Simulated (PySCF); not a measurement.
## Bond length, frequency and bond energy of MgB⁺ by level of theory

State: ¹Σ⁺ (singlet), closed shell. Set-up: basis Mg def2-SVPD, B def2-SVPD; no relativity; PySCF 2.14. De refers to Mg⁺ + B in their high-spin ground configurations, without counterpoise correction. A positive dipole points towards B; it is taken about the centre of mass and depends on that origin. Levels whose curve was spin-contaminated or gave no clean fit are not listed.

| Level | Re (Å) | ωe (cm⁻¹) | De (eV) | μ (D) | CPU s a point (SCF and correlation, without the integrals) |
| --- | --- | --- | --- | --- | --- |
| RHF | 2.622 | 322 | 0.195 | -2.52 | 0.031 |
| RHF-MP2 | 2.588 | 337 | 1.09 | n/a | 0.049 |
| RHF-SCS-MP2 | 2.598 | 330 | 1.18 | n/a | n/a |
| RHF-CCSD | 2.611 | 323 | 1.44 | n/a | n/a |
| RHF-CCSD(T) | 2.612 | 320 | 1.52 | n/a | 0.67 |
| PBE | 2.591 | 326 | 1.79 | -1.67 | 0.44 |
| PBEsol | 2.585 | 330 | 1.84 | -1.67 | 0.31 |
| M06 | 2.536 | 340 | 1.70 | -1.75 | 0.7 |

Question: Which functional lies closest to RHF-CCSD(T) in De, which farthest, and by how much do they differ from it?

Answer: Closest is M06 (-7.6 pm in Re, +6.2 % in ωe, +0.18 eV in De against RHF-CCSD(T) in the same basis), farthest PBEsol (-2.7 pm in Re, +3.1 % in ωe, +0.32 eV in De). CCSD(T) converges more slowly with the basis than the functionals do and binds too weakly in this one, so the order can change at the basis-set limit.

Question: What does the triples do here, going from RHF-CCSD to RHF-CCSD(T)?

Answer: RHF-CCSD(T) less RHF-CCSD: +0.1 pm in Re, -0.9 % in ωe, +0.08 eV in De. Correlation nearly always deepens the well. The bond length hardly moves.

Question: What does all correlation do here, going from RHF to RHF-CCSD(T)?

Answer: RHF-CCSD(T) less RHF: -1.0 pm in Re, -0.6 % in ωe, +1.32 eV in De. Correlation nearly always deepens the well. The bond shortens, as in weak, metallic or heavy-atom bonds, where dispersion and the correlation of outer-core electrons pull the atoms together.

Correlated steps freeze 2 core orbitals. Correlated levels converge slowly with the basis: in double zeta they bind strong bonds too weakly, by up to about 1 eV, and carry superposition errors of some tenths. For an ion De counts to the pair picked by the measured ionisation energies or electron affinities, which need not be the lowest pair at this level. Where the molecule has an RHF reference, its open-shell atoms are computed with UHF. The CCSD T1 diagnostic is raised, a sign that a single reference may not be enough here.

The whole job (state search and all levels along the bond) took about 1.3 min on 1 thread of Arm Neoverse V1 (shared host), peak memory 0.48 GiB.
